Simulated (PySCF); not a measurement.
C3H9N.
SMILES with atom numbers: `[CH3:1][CH2:2][NH:3][CH3:4]` (hydrogens: H5, H6, H7 on C1; H8, H9 on C2; H10 on N3; H11, H12, H13 on C4)

The geometry is computed with GFN2-xTB (gas phase).

Question: List the bond lengths, angles and torsions at this level.

Answer: 
```json
{"bond": "C1–C2", "length (Å)": "1.522", "order": "single"}
{"bond": "C2–N3", "length (Å)": "1.451", "order": "single"}
{"bond": "N3–C4", "length (Å)": "1.447", "order": "single"}
{"bond": "C1–H5, C1–H6, C1–H7", "length (Å)": "1.087", "order": "single"}
{"bond": "C2–H8", "length (Å)": "1.106", "order": "single"}
{"bond": "C2–H9", "length (Å)": "1.095", "order": "single"}
{"bond": "N3–H10", "length (Å)": "1.017", "order": "single"}
{"bond": "C4–H11, C4–H12", "length (Å)": "1.090", "order": "single"}
{"bond": "C4–H13", "length (Å)": "1.102", "order": "single"}
```

Bonds in one row agree within 0.01 Å and their mean is given. Orders are formal, as drawn. A selection of angles:
```json
{"angle": "C2–C1–H5", "degrees": "109.7"}
{"angle": "C2–C1–H7", "degrees": "110.5"}
{"angle": "H5–C1–H6", "degrees": "109.1"}
{"angle": "H5–C1–H7", "degrees": "108.5"}
{"angle": "C1–C2–N3", "degrees": "110.3"}
{"angle": "C1–C2–H8", "degrees": "109.7"}
{"angle": "N3–C2–H8", "degrees": "112.2"}
{"angle": "N3–C2–H9", "degrees": "107.3"}
{"angle": "H8–C2–H9", "degrees": "107.5"}
{"angle": "C2–N3–C4", "degrees": "113.2"}
{"angle": "C2–N3–H10", "degrees": "109.1"}
{"angle": "C4–N3–H10", "degrees": "109.6"}
{"angle": "N3–C4–H11", "degrees": "109.0"}
{"angle": "N3–C4–H13", "degrees": "113.6"}
{"angle": "H11–C4–H12", "degrees": "108.6"}
{"angle": "H12–C4–H13", "degrees": "108.1"}
```

Torsions: C1–C2–N3–C4 178° (antiperiplanar). The mirror-image conformer, all signs reversed, is as good.

N3 (secondary amine nitrogen) is pyramidal (angles 113.2°, 109.6° and 109.1°, sum 332.0°, 0.40 Å off the plane of its three neighbours). Of the pairs four or more bonds apart, H9···H12 is among the closest relative to their van der Waals radii: 2.46 Å, 102 % of the sum of Bondi's values. The 4 heavy atoms lie in one plane (0.009 Å rms).

Not checked by GFN2-xTB frequencies. One conformer, not necessarily the lowest.
